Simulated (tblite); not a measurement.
A geometry optimisation, step by step.

C3H5O (doublet state).
Numbering: `[CH3:1][C@@H:2]1[CH:3][O:4]1` (hydrogens: H5, H6, H7 on C1; H8 on C2; H9 on C3)

Computed with GFN2-xTB (tblite), gas phase: L-BFGS steps from a force-field or distance-geometry start until the largest atomic force falls under 0.01 eV/Å. 14 of its 24 geometries are shown.

Step 0: E = -351.2763 eV, largest atomic force 1.860 eV/Å
```
atom  x, y, z in Å  |  force x, y, z in eV/Å
C1     -0.976    0.186    0.080   -1.519   0.582   0.175
C2      0.273   -0.585   -0.010    0.733   0.156   0.274
C3      1.574    0.029    0.190   -0.181   0.767  -1.685
O4      1.126   -0.248   -1.101    0.201  -1.024   0.796
H5     -0.860    1.224   -0.245    0.144  -0.164  -0.007
H6     -1.357    0.205    1.109    0.136  -0.075  -0.189
H7     -1.752   -0.272   -0.549    0.172   0.105   0.129
H8      0.185   -1.620    0.296    0.142  -0.237  -0.381
H9      1.801    1.087    0.204    0.171  -0.110   0.887
```

Step 2: E = -351.4335 eV, largest atomic force 0.792 eV/Å
```
atom  x, y, z in Å  |  force x, y, z in eV/Å
C1     -1.013    0.201    0.084    0.409  -0.131  -0.045
C2      0.278   -0.578    0.007   -0.115   0.245   0.262
C3      1.576    0.058    0.139   -0.092  -0.124  -0.189
O4      1.134   -0.290   -1.092   -0.093  -0.610  -0.497
H5     -0.856    1.221   -0.246   -0.013   0.125  -0.047
H6     -1.356    0.203    1.107   -0.176   0.022   0.244
H7     -1.750   -0.270   -0.547   -0.276  -0.064  -0.142
H8      0.192   -1.627    0.281    0.128   0.017  -0.127
H9      1.808    1.089    0.240    0.228   0.520   0.541
```

Step 4: E = -351.4766 eV, largest atomic force 0.213 eV/Å
```
atom  x, y, z in Å  |  force x, y, z in eV/Å
C1     -1.015    0.202    0.085    0.183  -0.108  -0.008
C2      0.278   -0.570    0.023    0.088  -0.031  -0.155
C3      1.576    0.072    0.110   -0.088  -0.064  -0.023
O4      1.132   -0.332   -1.107   -0.088  -0.007  -0.035
H5     -0.855    1.224   -0.248   -0.058   0.018   0.005
H6     -1.362    0.203    1.115   -0.103   0.044  -0.010
H7     -1.760   -0.271   -0.551   -0.054   0.040   0.021
H8      0.201   -1.627    0.271    0.064   0.093   0.102
H9      1.821    1.105    0.278    0.056   0.014   0.102
```

Step 5: E = -351.4788 eV, largest atomic force 0.130 eV/Å
```
atom  x, y, z in Å  |  force x, y, z in eV/Å
C1     -1.012    0.200    0.085    0.003  -0.015  -0.002
C2      0.279   -0.571    0.021    0.030  -0.044  -0.107
C3      1.575    0.072    0.108   -0.009   0.009  -0.038
O4      1.130   -0.335   -1.109   -0.024   0.048  -0.025
H5     -0.856    1.225   -0.248   -0.043  -0.038   0.019
H6     -1.365    0.204    1.115   -0.050   0.027  -0.067
H7     -1.762   -0.270   -0.551    0.006   0.051   0.051
H8      0.202   -1.625    0.272    0.059   0.028   0.112
H9      1.822    1.106    0.282    0.028  -0.067   0.060
```

Step 7: E = -351.4813 eV, largest atomic force 0.113 eV/Å
```
atom  x, y, z in Å  |  force x, y, z in eV/Å
C1     -1.008    0.197    0.084   -0.104   0.044  -0.006
C2      0.281   -0.573    0.014   -0.031   0.014   0.029
C3      1.573    0.073    0.105    0.029   0.004  -0.062
O4      1.127   -0.334   -1.114    0.039   0.071  -0.023
H5     -0.860    1.223   -0.247    0.000  -0.023   0.003
H6     -1.370    0.206    1.112    0.007  -0.006  -0.036
H7     -1.763   -0.267   -0.548   -0.001   0.006   0.007
H8      0.208   -1.622    0.280    0.047  -0.043   0.069
H9      1.826    1.103    0.289    0.015  -0.068   0.020
```

Step 9: E = -351.4826 eV, largest atomic force 0.060 eV/Å
```
atom  x, y, z in Å  |  force x, y, z in eV/Å
C1     -1.010    0.197    0.084   -0.023   0.004  -0.011
C2      0.281   -0.574    0.011   -0.011   0.022   0.048
C3      1.574    0.073    0.100    0.015  -0.018  -0.001
O4      1.127   -0.331   -1.118   -0.019   0.028  -0.008
H5     -0.862    1.222   -0.247    0.013   0.024  -0.018
H6     -1.373    0.207    1.109    0.006  -0.015   0.026
H7     -1.765   -0.265   -0.547   -0.036  -0.028  -0.039
H8      0.214   -1.622    0.288    0.028   0.003   0.006
H9      1.829    1.099    0.295    0.025  -0.021  -0.002
```

Step 11: E = -351.4830 eV, largest atomic force 0.050 eV/Å
```
atom  x, y, z in Å  |  force x, y, z in eV/Å
C1     -1.013    0.198    0.083    0.014  -0.013   0.000
C2      0.280   -0.573    0.013    0.003   0.009   0.000
C3      1.575    0.071    0.098   -0.002  -0.009   0.021
O4      1.125   -0.328   -1.120   -0.047  -0.004   0.016
H5     -0.862    1.223   -0.247   -0.003   0.001  -0.011
H6     -1.373    0.207    1.109   -0.005  -0.007   0.009
H7     -1.768   -0.266   -0.548   -0.004  -0.009  -0.015
H8      0.217   -1.622    0.291    0.009   0.029  -0.016
H9      1.832    1.096    0.297    0.034   0.004  -0.003
```

Step 12: E = -351.4832 eV, largest atomic force 0.037 eV/Å
```
atom  x, y, z in Å  |  force x, y, z in eV/Å
C1     -1.014    0.198    0.083    0.008  -0.008   0.005
C2      0.280   -0.572    0.014   -0.001   0.005  -0.009
C3      1.575    0.071    0.098   -0.007   0.002   0.014
O4      1.123   -0.327   -1.120   -0.032  -0.006   0.017
H5     -0.861    1.223   -0.248   -0.010  -0.015  -0.005
H6     -1.374    0.206    1.109   -0.008  -0.003  -0.006
H7     -1.769   -0.267   -0.549    0.015   0.001   0.002
H8      0.219   -1.621    0.292    0.000   0.021  -0.014
H9      1.833    1.095    0.297    0.034   0.003  -0.004
```

Step 14: E = -351.4833 eV, largest atomic force 0.028 eV/Å
```
atom  x, y, z in Å  |  force x, y, z in eV/Å
C1     -1.014    0.197    0.083   -0.008   0.004   0.009
C2      0.280   -0.571    0.014   -0.006   0.001   0.002
C3      1.575    0.070    0.098   -0.008   0.015  -0.005
O4      1.120   -0.326   -1.119    0.012   0.005   0.000
H5     -0.862    1.222   -0.249   -0.013  -0.016   0.002
H6     -1.374    0.206    1.109   -0.013   0.001  -0.011
H7     -1.769   -0.267   -0.550    0.024   0.002   0.012
H8      0.221   -1.619    0.292   -0.014  -0.009  -0.003
H9      1.838    1.094    0.298    0.027  -0.004  -0.005
```

Step 16: E = -351.4835 eV, largest atomic force 0.032 eV/Å
```
atom  x, y, z in Å  |  force x, y, z in eV/Å
C1     -1.015    0.197    0.083   -0.005   0.004   0.004
C2      0.279   -0.570    0.015    0.004  -0.002   0.010
C3      1.575    0.071    0.098    0.004   0.006  -0.008
O4      1.118   -0.325   -1.119    0.027   0.011  -0.013
H5     -0.864    1.221   -0.250   -0.009   0.011   0.002
H6     -1.376    0.205    1.109   -0.018   0.004   0.008
H7     -1.768   -0.268   -0.551    0.000  -0.013  -0.001
H8      0.221   -1.618    0.292   -0.018  -0.017   0.004
H9      1.843    1.092    0.298    0.014  -0.003  -0.005
```

Step 18: E = -351.4836 eV, largest atomic force 0.023 eV/Å
```
atom  x, y, z in Å  |  force x, y, z in eV/Å
C1     -1.016    0.197    0.084    0.004  -0.002  -0.003
C2      0.279   -0.569    0.016    0.012   0.000  -0.002
C3      1.575    0.072    0.098    0.018  -0.010   0.000
O4      1.117   -0.323   -1.119    0.005   0.001  -0.004
H5     -0.866    1.220   -0.250   -0.006   0.020   0.006
H6     -1.379    0.205    1.109   -0.012   0.004   0.009
H7     -1.766   -0.269   -0.551   -0.013  -0.018  -0.006
H8      0.220   -1.618    0.292   -0.010   0.002   0.001
H9      1.850    1.091    0.297    0.001   0.004  -0.001
```

Step 19: E = -351.4837 eV, largest atomic force 0.022 eV/Å
```
atom  x, y, z in Å  |  force x, y, z in eV/Å
C1     -1.016    0.197    0.084    0.004  -0.002  -0.004
C2      0.279   -0.569    0.017    0.008   0.004  -0.006
C3      1.575    0.072    0.097    0.018  -0.012   0.002
O4      1.118   -0.323   -1.119   -0.004  -0.005   0.003
H5     -0.867    1.221   -0.250   -0.007   0.011   0.008
H6     -1.381    0.205    1.109   -0.005   0.003   0.000
H7     -1.766   -0.270   -0.551   -0.008  -0.013  -0.001
H8      0.220   -1.618    0.292   -0.004   0.011  -0.002
H9      1.852    1.091    0.297   -0.002   0.003   0.000
```

Step 21: E = -351.4837 eV, largest atomic force 0.013 eV/Å
```
atom  x, y, z in Å  |  force x, y, z in eV/Å
C1     -1.016    0.197    0.084   -0.001   0.002  -0.002
C2      0.280   -0.568    0.017   -0.002   0.009  -0.001
C3      1.576    0.072    0.097    0.005  -0.005   0.000
O4      1.118   -0.322   -1.119   -0.001  -0.007   0.004
H5     -0.868    1.221   -0.250   -0.009  -0.004   0.007
H6     -1.382    0.205    1.109    0.004  -0.001  -0.011
H7     -1.766   -0.272   -0.551    0.007   0.000   0.007
H8      0.219   -1.618    0.291    0.002   0.013  -0.003
H9      1.854    1.091    0.297   -0.004  -0.006   0.001
```

Step 23: E = -351.4838 eV, largest atomic force 0.008 eV/Å
```
atom  x, y, z in Å  |  force x, y, z in eV/Å
C1     -1.017    0.197    0.084   -0.002   0.004   0.001
C2      0.280   -0.567    0.017   -0.004   0.004   0.003
C3      1.577    0.071    0.097   -0.006   0.001  -0.001
O4      1.118   -0.322   -1.119    0.006  -0.003  -0.002
H5     -0.869    1.222   -0.249   -0.007   0.000   0.000
H6     -1.383    0.205    1.108    0.004  -0.004  -0.002
H7     -1.766   -0.273   -0.551    0.007   0.003   0.002
H8      0.218   -1.617    0.291    0.002   0.003   0.000
H9      1.855    1.090    0.297   -0.001  -0.007  -0.001
```

Problem. Summarise the path.

Solution. The energy falls by 20.01 kJ/mol from step 0 to step 23; nine tenths of that is first reached at step 3. It falls at every step. The largest force goes from 1.860 to 0.008 eV/Å. Among the bonds C1–C2 changes most (a near tie, within 0.001 Å, with another), from 1.470 to 1.506 Å; the atoms move by 0.060 Å rms after alignment.

Problem. Follow the three bonds and two angles with the largest change from start to end.

Solution. 
| step | E above end (kJ/mol) | largest force (eV/Å) | C1–C2 (Å) | C3–O4 (Å) | C1–H7 (Å) | O4–C3–H9 (°) | O4–C2–H8 (°) |
| --- | --- | --- | --- | --- | --- | --- | --- |
| 0 | 20.01 | 1.860 | 1.470 | 1.394 | 1.099 | 105.9 | 119.3 |
| 1 | 11.11 | 0.993 | 1.500 | 1.365 | 1.086 | 109.2 | 118.6 |
| 2 | 4.85 | 0.792 | 1.510 | 1.354 | 1.079 | 114.1 | 116.0 |
| 3 | 1.47 | 0.519 | 1.511 | 1.349 | 1.082 | 118.5 | 113.2 |
| 4 | 0.69 | 0.213 | 1.508 | 1.357 | 1.087 | 120.1 | 112.5 |
| 5 | 0.48 | 0.130 | 1.505 | 1.359 | 1.090 | 120.5 | 112.6 |
| 6 | 0.36 | 0.117 | 1.504 | 1.360 | 1.090 | 120.7 | 112.9 |
| 7 | 0.23 | 0.113 | 1.504 | 1.360 | 1.089 | 121.1 | 113.3 |
| 8 | 0.16 | 0.075 | 1.505 | 1.360 | 1.087 | 121.4 | 113.5 |
| 9 | 0.11 | 0.060 | 1.506 | 1.359 | 1.087 | 121.7 | 113.6 |
| 10 | 0.09 | 0.046 | 1.506 | 1.358 | 1.087 | 121.7 | 113.6 |
| 11 | 0.07 | 0.050 | 1.507 | 1.358 | 1.088 | 121.7 | 113.6 |
| 12 | 0.06 | 0.037 | 1.507 | 1.358 | 1.089 | 121.7 | 113.6 |
| 13 | 0.05 | 0.032 | 1.506 | 1.358 | 1.089 | 121.7 | 113.5 |
| 14 | 0.04 | 0.028 | 1.506 | 1.359 | 1.089 | 121.7 | 113.5 |
| 15 | 0.03 | 0.028 | 1.506 | 1.359 | 1.089 | 121.8 | 113.5 |
| 16 | 0.02 | 0.032 | 1.505 | 1.359 | 1.088 | 121.8 | 113.5 |
| 17 | 0.02 | 0.023 | 1.505 | 1.358 | 1.088 | 121.9 | 113.4 |
| 18 | 0.01 | 0.023 | 1.506 | 1.358 | 1.088 | 121.9 | 113.4 |
| 19 | 0.01 | 0.022 | 1.506 | 1.358 | 1.088 | 121.9 | 113.5 |
| 20 | 0.00 | 0.016 | 1.506 | 1.358 | 1.088 | 121.9 | 113.5 |
| 21 | 0.00 | 0.013 | 1.506 | 1.358 | 1.089 | 121.9 | 113.5 |
| 22 | 0.00 | 0.011 | 1.506 | 1.358 | 1.089 | 121.9 | 113.5 |
| 23 | 0.00 | 0.008 | 1.506 | 1.358 | 1.089 | 121.9 | 113.5 |

What follows is the cost of the whole relaxation. Time: under 0.1 s. Hardware: one thread, Arm Neoverse V2 (aarch64), no GPU, shared host with 96 logical CPUs at a one-minute load of 20.
